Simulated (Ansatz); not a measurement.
## Multireference treatment of C2H3Cl, singlet

Computed with Ansatz's Gaussian-basis code (development build); CASPT2, NEVPT3, NEVPT4(SD) by development code. Basis cc-pVDZ on C/H, cc-pV(D+d)Z on Cl, nonrelativistic, 7 orbitals frozen in the corrections. State-specific CASSCF; RHF is the lowest restricted (open-shell) Hartree–Fock solution met. Single-reference values can break down or jump between states where bonds are stretched. Solutions may break the symmetry of the shape. Lower solutions, or ones in other orbitals, may exist.

Geometry:

```xyz
6

C    -0.0758    0.5081   -0.5552
C     0.0178   -0.2581   -1.6401
Cl    0.0256   -0.1141    1.0562
H    -0.2228    1.5808   -0.5903
H    -0.6748   -1.0675   -1.8370
H     0.8100   -0.0738   -2.3563
```

Question: What do CASSCF and its corrections give against RHF in CAS(4,3), and what are the occupations?

Answer: CASSCF -1.012 eV, SC-NEVPT2 -11.399 eV, FIC-NEVPT2 -11.414 eV, NEVPT3 -12.302 eV, NEVPT4(SD) -12.671 eV, CASPT2 (IPEA 0) -11.501 eV; occupations 2.00, 1.83, 0.17. The MRCI reference weight is 0.881.

Question: How do single-reference totals in the same basis and frozen core stand against SC-NEVPT2 in CAS(4,3)?

Answer: CCSD(T) -1.374 eV, CCSDT -1.406 eV. Coupled cluster stands on the determinant that it favours, which can lie over the RHF solution above, and is in doubt where the occupations are far from 0, 1 and 2.

Question: Roughly how much CPU time does a whole run from the default start take (median of such runs, summed over threads; nearly all runs on one pinned thread of a shared server, mostly Xeon at 2.3 to 2.6 GHz, by a development driver)?

Answer: CAS(4,3): about 3.2 s. Other jobs ran beside these, and the count of passes differs.
